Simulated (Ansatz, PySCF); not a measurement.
Species: C2H7N, charge 0, singlet. C2H7N (SMILES CNC).
B3LYP-D3(BJ)/def2-TZVP minimum from Ansatz (a quantum-chemistry and plane-wave program):
```xyz
10

C     -0.0183    -0.2257     1.2115
N     -0.0165     0.5806     0.0024
C     -0.0428    -0.2163    -1.2126
H      0.7946    -0.9698     1.2537
H      0.0610     0.4203     2.0868
H     -0.9638    -0.7689     1.2836
H      0.7920     1.1896    -0.0034
H      0.7690    -0.9601    -1.2770
H      0.0189     0.4364    -2.0843
H     -0.9897    -0.7590    -1.2698
```
Charge 0, spin multiplicity 1.

Atomisation energy term by term, kcal/mol (programs: Ansatz). Radicals and triplets start from unrestricted determinants; spin-orbit coupling is neglected. Cores are frozen in correlated methods. Rows without X2C or -DK are non-relativistic. CBS(X,Y): correlation extrapolated as X^-3, Hartree-Fock from the larger set. A bracket is a step between two methods taken in the basis named. '+ core + X2C': CCSD(T) terms for core correlation (cc-pwCVTZ) and scalar relativity (cc-pVTZ-DK). Where a partner has so few electrons that a lower coupled-cluster level is exact, that level stands in.

```
term                                                          basis  kcal/mol
-----------------------  ------------------------------------------  --------
Hartree-Fock                                                cc-pVQZ    635.18
CCSD correlation                               CBS(cc-pVTZ,cc-pVQZ)    222.09
(T)                                            CBS(cc-pVTZ,cc-pVQZ)     11.26
CCSDT(Q) - CCSD(T)                                          cc-pVDZ      0.46
core correlation                                          cc-pwCVTZ      2.89
scalar relativity                                   X2C, cc-pVTZ-DK     -0.66
minus zero-point energy  Hessian by PySCF at B3LYP-D3(BJ)/def2-TZVP    -57.78
sum: D0                                                                 813.4
```
